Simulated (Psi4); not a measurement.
Process, species as SMILES: OCl (OH-Cl) + H+ → [OH2+]Cl
B3LYP-D3(BJ)/def2-TZVP geometries, fixed; electronic energies without zero-point terms; positive where energy is released.
Largest species:
```xyz
4

O     -0.0211     1.0722    -0.0746
H     -0.9457     1.3908     0.0477
Cl     0.0314    -0.6722    -0.0032
H      0.5812     1.4595     0.6026
```
Charge +1, spin multiplicity 1.

Effect of the grid (radial, spherical points) at PBE/cc-pV(T+d)Z with Psi4, against the last row, where the proton affinity is 159.22 kcal/mol. The proton sits at the site shown, which need not be the one that binds it best.

```csv
setting,"grid points, largest species",largest shift of a total energy (mEh),shift of the proton affinity (kcal/mol)
"grid: 35, 110",14982,1.118,0.062
"grid: 50, 194",37631,-0.023,0.000
"grid: 75, 302",86426,0.002,0.000
"grid: 99, 590",222304,0.000,0.000
"grid: 150, 974",553365,0.000,0.000
```

Within 0.05 kcal/mol in the proton affinity: grid: 50, 194; grid: 75, 302; grid: 99, 590. The largest shift is 1.118 mEh in a total energy and 0.062 kcal/mol in the difference.
